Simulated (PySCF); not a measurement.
**Towards the basis-set limit for N2**

An exercise on one series of results from a longer session: the logs are not shown, and one member is left open.

Program: PySCF 2.14.0. Level of theory: CCSD(T) on RHF, no relativity in the base curves; scalar relativity is added as a correction. These are calculated values, not measurements.

2 further runs of the same task are left out: 2 set aside as unsound or not needed.

Set-up of the first run:

| Quantity | Value |
| --- | --- |
| molecule | N2 |
| state | singlet, unpaired electrons none |
| smaller basis | N aug-cc-pVTZ |
| larger basis | N aug-cc-pVQZ |
| frozen core orbitals | 2 |
| extrapolation | correlation as n⁻³ (n = 3, 4), Hartree–Fock as (n+1)·exp(−9√n) |
| corrections | core–valence correlation, scalar relativity |
| distances (Å) | 0.9635, 1.0073, 1.0511, 1.0949, 1.1387, 1.1935, 1.2482 |
| masses (u) | 14.0031, 14.0031 |
| dissociation limit | N + N |

Command:

```sh
> OMP_NUM_THREADS=4 python comp.py task.json out
```

Among the steps run: Coupled cluster at each distance.

One table of the session follows, with a row left open; its other results are not shown here.

Parts of the energy along the bond, in eV from N + N:

| R (Å) | HF/CBS | CCSD corr. | (T) | core–valence | relativity |
| --- | --- | --- | --- | --- | --- |
| 0.9635 | -3.840 | -3.875 | -0.2826 | -0.0813 | -0.0006 |
| 1.0073 | -4.733 | -4.042 | -0.3201 | -0.0659 | 0.0024 |
| 1.0511 | -5.082 | -4.224 | -0.3613 | -0.0525 | 0.0045 |
| 1.0949 | -5.025 | -4.420 | -0.4065 | -0.0407 | 0.0059 |
| 1.1387 | ? | ? | ? | ? | ? |
| 1.1935 | -3.908 | -4.906 | -0.5236 | -0.0196 | 0.0072 |
| 1.2482 | -2.925 | -5.201 | -0.5979 | -0.0104 | 0.0072 |

Q: Estimate the row for R (Å) = 1.1387 from the others.

Worked estimate for «HF/CBS». A straight line through the neighbours (1.0949, -5.025) and (1.1935, -3.908) gives -5.025 + (-3.908 + 5.025) × (1.1387 − 1.0949) / (1.1935 − 1.0949) = -4.529; a parabola fitted to 4 rows on both sides gives -4.653.

The run gave: HF/CBS: -4.664; CCSD corr.: -4.628; (T): -0.4558; core–valence: -0.0305; relativity: 0.0068. In «HF/CBS» the line misses by +0.135 and the parabola by +0.011.

To keep in mind: Spin–orbit coupling and excitations beyond (T) are left out.
